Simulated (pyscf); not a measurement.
PySCF, gas phase, ωB97X-D3(BJ)/def2-SVP geometries. MP2 and CC: frozen core, UHF for open shells. ΔMP2 is the change of the MP2 total energy from the triple- to the quadruple-zeta basis.

### Question
Estimate by transition-state theory (the high-pressure limit) the rate constant of HB=NH + H atom (H•) -> [HB–NH₂]• (doublet surface; none broken, H–N formed) at 900 K, with CCSD(T)/def2-TZVPP + ΔMP2(QZVPP) energies (ideal gas, 1 atm, RRHO with modes under 100 cm⁻¹ raised to 100, one conformer, R ln 2 for rigid chiral ones; no tunnelling).

### Answer
The electronic barrier is 9.5 kcal/mol and the thermal terms add +18.4, so ΔG‡ = 27.9 kcal/mol. With k_BT/h = 1.88e+13 s⁻¹ and RT = 1.788 kcal/mol, and a volume of 1.23e-19 cm³ per molecule at 1 atm, k = 3.9e-13 cm³ molecule⁻¹ s⁻¹. The product is born with the 45 kcal/mol of the reverse barrier and needs collisions to keep. Wigner's tunnelling factor for 1345i cm⁻¹ would be 1.19. A shift of 1 kcal/mol in the barrier changes k by a factor 1.7. One saddle was located; it need not be the lowest between these sides. The CCSD(T) − MP2 part came from Ansatz, without density fitting, on the same reference.
